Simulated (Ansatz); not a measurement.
# CHB+ (quartet): from Hartree-Fock to the top rungs, def2-TZVPP

The task here is to estimate one member of a computed series from the others.

Program: Ansatz 0.2.0, Gaussian basis. Level of theory: def2-TZVPP, core rule «outside noble gas», up to 2 orbitals frozen. These are calculated values, not measurements.

The runs, in order: UHF; ROHF; CCSD(T) on UHF.

2 further runs of the same task are left out: 2 set aside as unsound or not needed.

### The geometry

The geometry is a PBE0/def2-TZVP stationary point (not a proven minimum) of the parent state, kept for this charge and spin.

3 atoms, charge 1, spin multiplicity 4.

Atoms are counted from 1 here; the program's logs count them from 0.

Bond lengths: B1–C2 1.449 Å, B1–H3 1.179 Å. Angles: C2–B1–H3 180.0°.

Set-up of the first run:

in.yaml reads:

```yaml
crystal:
  periodic: [false, false, false]
  atoms:
    - {symbol: B, position_ang: [0.000000, 0.000000, 0.090069]}
    - {symbol: C, position_ang: [0.000000, 0.000000, -1.358850]}
    - {symbol: H, position_ang: [0.000000, 0.000000, 1.268781]}
basis:
  gaussian: {orbitals: def2-TZVPP}
total_charge: 1
magnetization: {spin_polarized: true, initial_magnetization: 3}
hamiltonian: {xc: hf}
output: {orbitals: {seedname: orbitals}}
```

Run with:

```sh
> ansatz run in.yaml --threads 1 --pin off --events-out ev --progress --plain --max-ram 4096MiB --backend cpu
```

Among the steps run: UHF; ROHF; CCSD(T) on UHF.

One of the session's tables, all rows but one given; the rest of the session is left out.

| method | from UCCSD(T) (kJ/mol) |
| --- | --- |
| ROHF | +415.7 |
| UHF | +412.7 |
| UMP2 | +80.2 |
| UCCSD | ? |
| UCCSD(T) | 0 |

Q: Estimate the row for UCCSD from the others.

The run gave: from UCCSD(T) (kJ/mol): +13.3. In the column «from UCCSD(T) (kJ/mol)» it lies between UCCSD(T) (0) and UMP2 (+80.2).
